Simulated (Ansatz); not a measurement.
Run this with the Python package of Ansatz (0.2.0) and show what comes out.

Contents of `ch4mgo.xyz`:
```text
7

C    -1.10740    0.65420   -0.30690
Mg    0.70830   -0.35970   -0.02320
O     2.40520   -1.33110    0.23800
H    -1.87680   -0.01460   -0.59430
H    -1.03380    1.43330   -1.15290
H    -1.43730    1.23860    0.61670
H     2.40300   -1.68870    1.17690
```

The script, `pa_ch4mgo.py`:
```python
import warnings

import ansatz as az
import numpy as np

warnings.simplefilter('ignore', az.DeckWarning)

molecule = az.Crystal.molecule_from_extxyz('ch4mgo.xyz')

base = (
    molecule.calculation()
    .basis(gaussian='6-31G*')
    .functional('pbe0', dispersion='d3bj')
)
symbols = [site.symbol for site in molecule.cartesian_sites]
start = np.array([site.position_ang for site in molecule.cartesian_sites], dtype=float)
report = base.relax(force_tolerance=0.01).run().report
end = np.array(report['positions_ang'])

away = sum((end[2] - end[j]) / np.linalg.norm(end[2] - end[j]) for j in [1, 6]) + np.array([0.15, 0.1, -0.2])
proton = end[2] + 1.0 * away / np.linalg.norm(away)
acid = az.Crystal.molecule()
for symbol, place in zip(symbols, end):
    acid = acid.atom(symbol, place.tolist())
acid = acid.atom('H', proton.tolist())
protonated = acid.calculation()
protonated = protonated.basis(gaussian='6-31G*')
protonated = protonated.functional('pbe0', dispersion='d3bj').charge(1)
protonated = protonated.relax(force_tolerance=0.01, max_steps=80)
after = protonated.run().report
xyz = np.array(after['positions_ang'])
reach = np.linalg.norm(xyz[:-1] - xyz[-1], axis=1)
print(f'base {report["free_energy_ev"]:.5f} eV, protonated {after["free_energy_ev"]:.5f} eV')
print(f'the proton ends {reach.min():.3f} A from {symbols[reach.argmin()]}{reach.argmin()}')
print(f'electronic proton affinity {23.060548 * (report["free_energy_ev"] - after["free_energy_ev"]):.1f} kcal/mol')
```

```console
$ python pa_ch4mgo.py
base -8587.44563 eV, protonated -8597.04338 eV
the proton ends 0.973 A from O2
electronic proton affinity 221.3 kcal/mol
```

Reading the output:
- Total energies depend on the basis set; only differences at equal settings carry meaning.
- The proton is put on one chosen atom, which needn't be the most basic site, so the molecule's proton affinity can be higher; the ends are stationary points, not checked by frequencies, and zero-point and thermal terms count only where printed.
- The whole script took 37 s on 1 thread of Arm Neoverse V1, with other jobs on the host, peak memory 0.21 GiB.

(Lines on the test bed's own set-up are left out of the output.)
